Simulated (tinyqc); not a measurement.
Inside a calculation. Method: extended Hueckel theory, for LiF. One step of it, computed by the program tinyqc.

Question. Wolfsberg-Helmholz matrix. H_ij = K' S_ij (H_ii + H_jj)/2 for i != j (the diagonal keeps H_ii), with K' = K + D^2 + D^4 (1 - K), D = (H_ii - H_jj)/(H_ii + H_jj), K = 1.5.

overlap S, lower triangle:
```
            1Li 2s   1Li 2px   1Li 2py    1Li 2pz     2F 2s    2F 2px    2F 2py    2F 2pz
1Li 2s    1.000000
1Li 2px   0.000000  1.000000
1Li 2py   0.000000  0.000000  1.000000
1Li 2pz   0.000000  0.000000  0.000000   1.000000
2F 2s     0.239002  0.000000  0.000000   0.372264  1.000000
2F 2px    0.000000  0.104646  0.000000   0.000000  0.000000  1.000000
2F 2py    0.000000  0.000000  0.104646   0.000000  0.000000  0.000000  1.000000
2F 2pz   -0.071443  0.000000  0.000000  -0.093687  0.000000  0.000000  0.000000  1.000000
```

diagonal H_ii (eV): 1Li 2s -5.400000, 1Li 2px -3.500000, 1Li 2py -3.500000, 1Li 2pz -3.500000, 2F 2s -40.000000, 2F 2px -18.100000, 2F 2py -18.100000, 2F 2pz -18.100000

K = 1.500000

Give: H.

Answer.

H (eV), lower triangle:
```
           1Li 2s  1Li 2px  1Li 2py   1Li 2pz     2F 2s    2F 2px    2F 2py    2F 2pz
1Li 2s    -5.4000
1Li 2px    0.0000  -3.5000
1Li 2py    0.0000   0.0000  -3.5000
1Li 2pz    0.0000   0.0000   0.0000   -3.5000
2F 2s    -10.3740   0.0000   0.0000  -15.8389  -40.0000
2F 2px     0.0000  -2.0937   0.0000    0.0000    0.0000  -18.1000
2F 2py     0.0000   0.0000  -2.0937    0.0000    0.0000    0.0000  -18.1000
2F 2pz     1.4685   0.0000   0.0000    1.8744    0.0000    0.0000    0.0000  -18.1000
```
